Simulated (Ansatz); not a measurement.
**SnCl₂ (Pnma, No. 62)**

These are r²SCAN0 (PAW; Ansatz, a quantum-chemistry and plane-wave program) values and carry that method's errors.

Run with plane-wave cutoff 520 eV, 4×6×4 k mesh (along the axes of the cell as run), Fermi–Dirac smearing 0.01 eV, scalar-relativistic PAW data made under PBE.

Cell (measured lattice):

```xyz
12
Lattice="7.7930 0.0000 0.0000 0.0000 4.4300 0.0000 0.0000 0.0000 9.2070" Properties=species:S:1:pos:R:3 pbc="T T T"
Cl     0.1714     1.1075     1.4271
Cl     7.6216     3.3225     7.7799
Cl     3.7251     3.3225     6.0306
Cl     4.0679     1.1075     3.1764
Cl     5.0187     1.1075     8.5165
Cl     2.7743     3.3225     0.6905
Cl     6.6708     3.3225     3.9130
Cl     1.1222     1.1075     5.2940
Sn     1.8002     1.1075     8.5257
Sn     5.9928     3.3225     0.6813
Sn     2.0963     3.3225     3.9222
Sn     5.6967     1.1075     5.2848
```

| Quantity | Result |
|---|---|
| band gap | 4.82 eV |
| smallest direct gap on the k points sampled | 5.15 eV |
| Γ–Γ gap | 5.33 eV |

Note: cell and atoms aren't relaxed at this level (largest force component 0.26 eV/Å, pressure -0.5 GPa).

Spin–orbit coupling is not included.

Computed values are for the static lattice.
